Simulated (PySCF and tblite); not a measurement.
Values are calculated unless marked as measured or tabulated.
System: PF5, with the starting minimum (Å):

```
 1 P     0.001    0.000   -0.004
 2 F    -0.015   -0.006    1.590
 3 F     0.021    0.006   -1.597
 4 F     1.570    0.013    0.015
 5 F    -0.798    1.350   -0.008
 6 F    -0.776   -1.362   -0.018
```

For the Berry pseudorotation at P1 with F6 as pivot: electronic barrier 4.02 kcal/mol, zero-point change -0.09 kcal/mol, thermal and entropy terms at 298.15 K a further 0.64 kcal/mol (symmetry numbers apart). The minimum is D3h, the saddle C4v. Geometries: PBE0-D3(BJ)/def2-SVP; energies: PBE0/pcSseg-2 + D3(BJ); zero-point and thermal terms from GFN2-xTB harmonic modes (soft modes blended into free rotors). Rate constants are transition-state-theory values, counting equivalent paths, without tunnelling. (PySCF 2.14 with density fitting, tblite 0.8.)

Question: How many equivalent paths lead out of the minimum?

Answer: 3: the symmetry number of the minimum is 6, that of the saddle displaced along its mode 2.

Question: Work out the rate at 298.15 K.

Answer: ΔG‡ = 4.57 kcal/mol; k_B T/h = 6.2×10¹² s⁻¹; exp(−ΔG‡/RT) = 0.00045; times 3 gives k = 8.3×10⁹ s⁻¹. Wigner's tunnelling factor for the 82i cm⁻¹ mode would be 1.01.
